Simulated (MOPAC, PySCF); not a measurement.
Species: dimethylamine, C$_{2}$H$_{7}$N, charge 0, multiplicity 1. SMILES: N(C)C
Coordinates optimised at B3LYP-D3(BJ)/def2-TZVP (Ansatz):
```xyz
10

C     -0.0183    -0.2257     1.2115
N     -0.0165     0.5806     0.0024
C     -0.0428    -0.2163    -1.2126
H      0.7946    -0.9698     1.2537
H      0.0610     0.4203     2.0868
H     -0.9638    -0.7689     1.2836
H      0.7920     1.1896    -0.0034
H      0.7690    -0.9601    -1.2770
H      0.0189     0.4364    -2.0843
H     -0.9897    -0.7590    -1.2698
```

Unscaled harmonic wavenumbers (cm⁻¹) in rising order, each level at the stationary point that it reaches from this structure (no distance between atoms moves by over 0.3 Å); the order of modes can differ between levels, and a negative number is imaginary. B3LYP-D3(BJ)/def2-TZVP (PySCF, at the structure above): 234, 264, 386, 768, 943, 1037, 1102, 1170, 1187, 1269, 1444, 1470, 1476, 1487, 1495, 1518, 1518, 2924, 2928, 3046, 3046, 3095, 3095, 3515.

AM1 (MOPAC): 150, 184, 441, 800, 1063, 1075, 1118, 1151, 1328, 1370, 1375, 1379, 1381, 1402, 1452, 1482, 1564, 2983, 2984, 3023, 3024, 3104, 3105, 3408. Zero-point energy 57.7 against 57.8 kcal/mol; where all levels lie over 400 cm⁻¹, the wavenumbers are on average 1.007 times those of B3LYP-D3(BJ)/def2-TZVP.

PM3 (MOPAC): 151, 186, 421, 851, 940, 942, 973, 1104, 1142, 1149, 1298, 1376, 1377, 1378, 1387, 1390, 1423, 3030, 3033, 3061, 3062, 3135, 3137, 3372. Zero-point energy 56.2 against 57.8 kcal/mol; where all levels lie over 400 cm⁻¹, the wavenumbers are on average 0.964 times those of B3LYP-D3(BJ)/def2-TZVP.

PM6 (MOPAC): 135, 175, 417, 886, 1016, 1017, 1028, 1156, 1246, 1246, 1249, 1259, 1270, 1275, 1347, 1352, 1464, 2669, 2670, 2678, 2680, 2768, 2768, 2789. Zero-point energy 52.3 against 57.8 kcal/mol; where all levels lie over 400 cm⁻¹, the wavenumbers are on average 0.930 times those of B3LYP-D3(BJ)/def2-TZVP.

PM7 (MOPAC): 139, 182, 431, 890, 1043, 1061, 1072, 1178, 1261, 1285, 1289, 1299, 1300, 1315, 1409, 1411, 1526, 2651, 2652, 2659, 2661, 2758, 2760, 2784. Zero-point energy 52.9 against 57.8 kcal/mol; where all levels lie over 400 cm⁻¹, the wavenumbers are on average 0.947 times those of B3LYP-D3(BJ)/def2-TZVP.
